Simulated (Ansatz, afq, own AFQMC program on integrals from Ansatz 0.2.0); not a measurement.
Two steps: Ansatz 0.2.0 writes the Fock matrix and Cholesky factors of the valence space, and afq projects on them the lowest state that overlaps trial and start.

```yaml
crystal:
  periodic: [false, false, false]
  atoms:
    - {symbol: Al, position_ang: [0.000000, 0.000000, 1.679600]}
    - {symbol: O, position_ang: [0.000000, 0.000000, -0.041100]}
    - {symbol: S, position_ang: [0.000000, 0.000000, -1.638500]}
basis:
  gaussian: {orbitals: cc-pVDZ}
magnetization: {spin_polarized: true, initial_magnetization: 1}
correlation: {method: ccsd_t, electrons: outside_noble_gas, hamiltonian_folder: ham}
```

```sh
$ ansatz run in.yaml --threads 1 --pin off --events-out ev --progress --plain --max-ram 1843MiB
```

Options of the walk:

```
--method phaseless --trial hf --walkers 120 --populations 1 --least-time 40 --time-step 0.005 --steps-per-block 20 --equilibration-blocks 112 --max-blocks 600 --target-error 0.001380 --factor-cut 1e-05 --start spin_pure --seed 3295 --taylor-order 6
```

Times are imaginary, in 1/Eh. The walk had a cap of 1937 s.

```
orbitals 39  electrons 8 7  factors 284 of 503
reference energy -714.30947003 Eh
CCSD correlation -0.35880949 Eh in 12 cycles, weight of the determinant in the CISD state 0.8373
energy of the start -714.309689 Eh
 block  time / (1/Eh)  mean weight  energy / Eh
     1     0.100  1.0012  -714.415438
     2     0.200  1.0035  -714.478597
     3     0.300  1.0022  -714.511490
     4     0.400  1.0035  -714.556942
     5     0.500  1.0028  -714.583829
     7     0.700  0.9999  -714.602809
     9     0.900  1.0005  -714.618355
    18     1.800  0.9990  -714.727438
    52     5.200  1.0015  -714.673578
    86     8.600  1.0001  -714.728628
   120    12.000  1.0003  -714.673128
   154    15.400  1.0006  -714.710533
   188    18.800  1.0025  -714.684945
   222    22.200  1.0041  -714.670588
   239    23.900  1.0014  -714.757531
   256    25.600  1.0005  -714.658609
   290    29.000  1.0007  -714.663685
   324    32.400  0.9975  -714.718835
   358    35.800  1.0016  -714.639793
   392    39.200  1.0012  -714.721895
   426    42.600  0.9993  -714.648565
   460    46.000  1.0005  -714.684920
   494    49.400  0.9991  -714.687754
   528    52.800  1.0032  -714.722860
   562    56.200  1.0002  -714.653445
   596    59.600  0.9981  -714.705719
   630    63.000  1.0016  -714.696029
   647    64.700  1.0013  -714.621429
   664    66.400  1.0040  -714.701771
   698    69.800  0.9971  -714.676170
blocks merged  error / Eh  count
     1  0.001291  600
     2  0.001709  300
     4  0.002251  150
     8  0.002857  75
    16  0.003287  37
    32  0.003627  18
    64  0.004208  9
energy -714.683645 +/- 0.003627 Eh
(rows thinned)
```

(1) Estimate how long the walk took on 1 thread of Arm Neoverse V1, on a shared host.

The run passed its tests (sampling time, drift between the halves within three errors, error under three times the target), which doesn't prove that it has relaxed. The second half of the sampling lies below the first by 2.6 errors of their difference, so the energy may still be moving and its error bar be too small.

Against this walk (error 98.7 meV) on the same determinant: CCSD(T) 142.9 meV higher (within the noise), CCSDT(Q) 87.9 meV higher (within the noise). The error is statistical and leaves out the bias of the constraint.

Cautions: constraint bias not in the error; error above the target (98.7 against 37.6 meV).

Results:

(1) 6 min of wall time.

CCSDT and higher add their correlation energy to the determinant of the CCSD(T) run, since their own runs factorise the integrals more tightly (a shift of under 2 meV). A walk keeps the symmetry of its determinant, which the program's search chose and which needn't be the lowest solution, so a lower state of the same spin and another symmetry isn't excluded.
